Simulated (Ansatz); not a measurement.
## [NH2···H···N], quartet along the distance N1-H4

Starting geometry:

```xyz
5

N    -1.1973   -0.0184   -0.0286
H    -1.4946    0.9495   -0.0286
H    -1.4946   -0.4207    0.8517
H    -0.1848   -0.0184   -0.0286
N     1.4257   -0.0184   -0.0286
```

From there H4 is moved from one fragment to the other while all else, the fragments' distance too, stays fixed; atoms are numbered as listed. Energies are in kcal/mol, counted from the starting geometry at the same level.

Basis cc-pVDZ; Ansatz 0.2.0. Only valence electrons are correlated (noble-gas cores frozen). Prefix R: restricted or restricted open-shell reference; prefix U: unrestricted.

For open shells CISD is restricted-active-space CI with the open shells as a complete middle space.

Full CI isn't at hand for all of this; UCCSDT(Q) serves as the reference, and is uncertain by about the last step of the cluster series. The frozen core follows each run's orbitals, which can shift R against U totals by a few meV.

```csv
distance N1-H4 (Å),UCCSDT(Q),error UMP2,error CISD,error RCCSD,error RCCSDT,error UCCSDT,error RCCSDT(Q)
0.942,2.4,-0.3,-0.6,-0.2,0.0,0.0,0.0
1.012,0.0,0.0,0.0,0.0,0.0,0.0,0.0
1.094,3.8,0.5,0.9,0.3,0.0,0.0,0.0
1.175,11.1,1.3,2.1,0.8,0.1,0.1,0.0
1.257,19.1,2.9,4.0,1.4,0.1,0.1,0.0
1.338,25.2,5.2,6.0,2.0,0.2,0.1,0.0
1.420,28.0,6.1,5.6,1.6,0.1,0.1,0.0
1.501,28.0,5.2,3.1,0.9,0.0,0.0,0.0
1.583,28.4,4.1,1.3,0.3,0.0,0.0,0.0
```

Errors are those of relative energies. In total energy the starting point itself misses UCCSDT(Q) by: UMP2 23.8, CISD 16.3, RCCSD 3.8, RCCSDT 0.3, UCCSDT 0.3, RCCSDT(Q) 0.0 kcal/mol.

Spread of the error over the points with a reference, to 1.583 Å (largest less smallest): RCCSDT(Q) 0.0, UCCSDT 0.1, RCCSDT 0.2, RCCSD 2.2, UMP2 6.4, CISD 6.6 kcal/mol.
